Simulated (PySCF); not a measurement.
Species: C$_{4}$H$_{5}$, charge 0, multiplicity 2. It need not be the lowest isomer of its formula. SMILES: [C@@H]12C[C@H]2[CH]1
Geometry: optimised at B3LYP-D3(BJ)/def2-TZVP (Ansatz).

Dispersion corrections to the total energy (kcal/mol) from the dftd3 and dftd4 libraries through PySCF: D3(BJ) without and D4 with the three-body term, each with the damping fitted for the functional named.

```tsv
functional	D3(BJ)	D4
PBE0	-2.85	(withheld)
BLYP	(withheld)	-7.50
LC-wPBE	-3.01	(withheld)
B2GP-PLYP	-1.90	-1.30
HSE06	-2.00	-2.43
HF	-31.22	-13.45
CAM-B3LYP	-2.42	-2.62
```

Complete the blanks.


- PBE0, D4: -2.65
- BLYP, D3(BJ): -7.26
- LC-wPBE, D4: -3.57
